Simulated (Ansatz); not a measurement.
F₃N, SMILES `FN(F)F`: measurement beside calculation (Ansatz, PBE0-D4/def2-TZVP geometry).

Z-matrix (Å, degrees):
```
N
F 1 1.360
F 1 1.360 2 102.1
F 1 1.360 2 102.1 3 -105.4
```

Measured: 0.1949925 ± 4.4e-07 cm⁻¹ (C0, vibrational ground state, 14NF3, high-resolution FTIR spectroscopy, loop method). Source: Rovibrational Interaction and Vibrational Constants of the Symmetric Top Molecule 14NF3, 2013 (pmc:3677640).

```csv
constant,measured (MHz),computed (MHz),error (%)
C,5846,5940,1.6
```

Computed constants are equilibrium values for the main isotopes; measured ground-state ones include zero-point motion, which usually lowers them by up to about 1 %.

Enthalpy of formation at 298 K: -31.6 kcal/mol (zero for an element's reference state; older measured values of the G2 set, as listed by Staroverov and co-workers, J. Chem. Phys. 119, 12129, 2003). With their computed zero-point and thermal terms and the atoms' enthalpies of Curtiss and co-workers (1997) it gives an electronic atomization energy of 204.6 kcal/mol.

```json
{"level": "LDA (SPW92)", "atomization (kcal/mol)": "311.8", "error": "107.1", "error per bond": "35.7"}
{"level": "PBE-D4", "atomization (kcal/mol)": "244.7", "error": "40.1", "error per bond": "13.4"}
{"level": "revPBE-D4", "atomization (kcal/mol)": "226.2", "error": "21.6", "error per bond": "7.2"}
{"level": "BLYP-D4", "atomization (kcal/mol)": "228.5", "error": "23.9", "error per bond": "8.0"}
{"level": "r2SCAN-D4", "atomization (kcal/mol)": "213.2", "error": "8.6", "error per bond": "2.9"}
{"level": "B97M-V", "atomization (kcal/mol)": "210.0", "error": "5.4", "error per bond": "1.8"}
{"level": "PBE0-D4", "atomization (kcal/mol)": "209.6", "error": "5.0", "error per bond": "1.7"}
{"level": "B3LYP-D4", "atomization (kcal/mol)": "208.1", "error": "3.5", "error per bond": "1.2"}
{"level": "r2SCANh-D4", "atomization (kcal/mol)": "201.9", "error": "-2.7", "error per bond": "-0.9"}
{"level": "r2SCAN0-D4", "atomization (kcal/mol)": "185.8", "error": "-18.9", "error per bond": "-6.3"}
{"level": "HSE06-D4", "atomization (kcal/mol)": "210.4", "error": "5.8", "error per bond": "1.9"}
{"level": "BHLYP-D4", "atomization (kcal/mol)": "166.9", "error": "-37.8", "error per bond": "-12.6"}
{"level": "CAM-B3LYP-D4", "atomization (kcal/mol)": "211.6", "error": "7.0", "error per bond": "2.3"}
{"level": "ωB97X-V", "atomization (kcal/mol)": "213.3", "error": "8.7", "error per bond": "2.9"}
{"level": "ωB97M-V", "atomization (kcal/mol)": "211.2", "error": "6.6", "error per bond": "2.2"}
{"level": "B2PLYP", "atomization (kcal/mol)": "202.1", "error": "-2.5", "error per bond": "-0.8"}
{"level": "PBE-QIDH", "atomization (kcal/mol)": "193.5", "error": "-11.2", "error per bond": "-3.7"}
{"level": "PBE", "atomization (kcal/mol)": "243.9", "error": "39.3", "error per bond": "13.1"}
{"level": "revPBE", "atomization (kcal/mol)": "222.7", "error": "18.0", "error per bond": "6.0"}
{"level": "BLYP", "atomization (kcal/mol)": "226.6", "error": "21.9", "error per bond": "7.3"}
{"level": "r2SCAN", "atomization (kcal/mol)": "213.0", "error": "8.4", "error per bond": "2.8"}
{"level": "PBE0", "atomization (kcal/mol)": "209.0", "error": "4.4", "error per bond": "1.5"}
{"level": "B3LYP", "atomization (kcal/mol)": "206.8", "error": "2.1", "error per bond": "0.7"}
{"level": "r2SCANh", "atomization (kcal/mol)": "201.7", "error": "-2.9", "error per bond": "-1.0"}
{"level": "r2SCAN0", "atomization (kcal/mol)": "185.5", "error": "-19.1", "error per bond": "-6.4"}
{"level": "HSE06", "atomization (kcal/mol)": "209.8", "error": "5.2", "error per bond": "1.7"}
{"level": "BHLYP", "atomization (kcal/mol)": "166.0", "error": "-38.6", "error per bond": "-12.9"}
{"level": "CAM-B3LYP", "atomization (kcal/mol)": "210.9", "error": "6.3", "error per bond": "2.1"}
{"level": "LC-ωPBE", "atomization (kcal/mol)": "213.7", "error": "9.1", "error per bond": "3.0"}
{"level": "RPA@PBE/def2-TZVPP", "atomization (kcal/mol)": "171.4", "error": "-33.3", "error per bond": "-11.1"}
{"level": "HF/def2-TZVPP", "atomization (kcal/mol)": "38.1", "error": "-166.5", "error per bond": "-55.5"}
{"level": "MP2/def2-TZVPP", "atomization (kcal/mol)": "207.7", "error": "3.0", "error per bond": "1.0"}
{"level": "SCS-MP2/def2-TZVPP", "atomization (kcal/mol)": "198.8", "error": "-5.8", "error per bond": "-1.9"}
{"level": "CCSD/def2-TZVPP", "atomization (kcal/mol)": "177.4", "error": "-27.3", "error per bond": "-9.1"}
{"level": "CCSD(T)/def2-TZVPP", "atomization (kcal/mol)": "191.2", "error": "-13.4", "error per bond": "-4.5"}
{"level": "HF/def2-QZVPP", "atomization (kcal/mol)": "39.2", "error": "-165.4", "error per bond": "-55.1"}
{"level": "MP2/def2-QZVPP", "atomization (kcal/mol)": "216.1", "error": "11.5", "error per bond": "3.8"}
{"level": "SCS-MP2/def2-QZVPP", "atomization (kcal/mol)": "207.9", "error": "3.2", "error per bond": "1.1"}
{"level": "CCSD/def2-QZVPP", "atomization (kcal/mol)": "184.4", "error": "-20.2", "error per bond": "-6.7"}
{"level": "CCSD(T)/def2-QZVPP", "atomization (kcal/mol)": "199.3", "error": "-5.3", "error per bond": "-1.8"}
{"level": "HF/CBS(def2)", "atomization (kcal/mol)": "39.3", "error": "-165.3", "error per bond": "-55.1"}
{"level": "MP2/CBS(def2)", "atomization (kcal/mol)": "221.7", "error": "17.1", "error per bond": "5.7"}
{"level": "CCSD/CBS(def2)", "atomization (kcal/mol)": "189.0", "error": "-15.6", "error per bond": "-5.2"}
{"level": "CCSD(T)/CBS(def2)", "atomization (kcal/mol)": "204.7", "error": "0.1", "error per bond": "0.0"}
```

Functionals use def2-TZVPP; B3LYP here is the variant with VWN-RPA as its local correlation; programs differ in this. The calculations leave out spin–orbit coupling, scalar relativity and, for the correlated methods, core correlation; together these are worth up to about 1 kcal/mol a heavy atom. HSE06 is defined as in plane-wave codes. CBS extrapolates def2-TZVPP and def2-QZVPP. T1 = 0.015.
